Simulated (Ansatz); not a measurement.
A nudged elastic band was laid between two geometries of AlClH2 (4 atoms, charge 0, multiplicity 1).

These are results of RKS r2SCANh-D4/cc-pVDZ in Ansatz 0.2.0, not measurements.

* movable images: 9
* climbing image: yes
* spring: 2.0 to 10.0 eV/Å², energy-weighted
* optimiser: quadratic models (default)
* start path: through a guess of the saddle point
* force threshold: 0.05 eV/Å
* iteration limit: 60
* end points: relaxed

Image 0:

```xyz
4
Properties=species:S:1:pos:R:3
Al 0.457 0.000 0.108
Cl 0.822 0.000 2.207
H 1.721 0.000 -0.838
H -1.053 0.000 -0.352
```

Image 10:

```xyz
4
Properties=species:S:1:pos:R:3
Al 0.040 0.000 -0.938
Cl 1.715 0.000 1.968
H 1.762 0.000 0.640
H -1.570 0.000 -0.546
```

**Question.** What changes between the two ends?

**Answer.** Bonds broken: Al1–Cl2, Al1–H3. Bonds formed: Cl2–H3. AlClH2 becomes AlH + ClH.

**Question.** What energy profile does the band end with?

**Answer.** The run converged. The highest image is number 5 of 0 to 10, 284.7 kJ/mol above the first end and 10.6 kJ/mol above the last; the last end lies 274.0 kJ/mol above the first. Neighbouring images differ by up to 1.2 eV, so the band resolves the path poorly. Another band between the same ends (9 images) ends at a top of the same energy, where a vibrational analysis finds 1 clearly imaginary mode. The orbitals stay closed-shell, which can raise the energy where a bond breaks towards radicals; this wasn't checked here.

```tsv
image	path coordinate (Å)	energy (kJ/mol)	Al1–Cl2 (Å)	Al1–H3 (Å)	Cl2–H3 (Å)
0	0.00	0.0	2.13	1.58	3.18
1	0.46	34.5	2.14	1.56	2.69
2	0.93	151.8	2.26	1.55	2.19
3	1.39	272.4	2.52	1.65	1.75
4	1.51	282.4	2.59	1.70	1.65
5	1.60	284.7	2.64	1.76	1.56
6	1.68	283.3	2.70	1.83	1.49
7	1.78	280.2	2.78	1.91	1.43
8	1.91	276.6	2.92	2.05	1.37
9	2.12	274.4	3.12	2.25	1.34
10	2.50	274.0	3.36	2.34	1.33
```

**Question.** What is the geometry of the highest image?

**Answer.** 
```xyz
4
Properties=species:S:1:pos:R:3
Al 0.243 0.000 -0.656
Cl 1.292 0.000 1.771
H 1.737 0.000 0.274
H -1.325 0.000 -0.264
```

The band took 10 iterations and roughly 90 core-seconds.

Run time: 85 s on 1 thread of Intel(R) Xeon(R) 6975P-C (Granite Rapids), on a shared host, peak memory 0.13 GiB.
